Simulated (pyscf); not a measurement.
Elementary routes open to `[OH][SiH2][OH]` + `[OH][SiH3]` in the gas phase (singlet surface):
A. `[OH][SiH2][O][SiH2][OH]` + `[H][H]` (H–O, H–Si broken; O–Si, H–H formed)
B. `[OH][SiH]([OH])[O][SiH3]` + `[H][H]` (H–Si, H–O broken; O–Si, H–H formed)

Structures and frequencies: ωB97X-D3(BJ)/def2-SVP in PySCF.

Question: Rank the routes by free-energy barrier at 900 K, lowest first, for ωB97M-D3(BJ)/def2-TZVP energies (ideal gas, 1 atm, RRHO with modes under 100 cm⁻¹ raised to 100, one conformer, R ln 2 for chiral ones without a mode under 150 cm⁻¹).

Answer: B (267.7 kJ/mol), A (285.4 kJ/mol)

Route B is the fastest of these, ahead of the next by 17.7 kJ/mol. The most stable products are those of B (ΔG = -100.7 kJ/mol), so kinetics and thermodynamics agree. At 298 K B is still the fastest. A: On the reactant side the descent ends in a complex (not fully relaxed), 29.3 kJ/mol under the separated species and 146.2 kJ/mol under the saddle at ωB97X-D3(BJ)/def2-TZVP. Only these routes are compared; each barrier is that of the saddle found, and lower ones may exist.
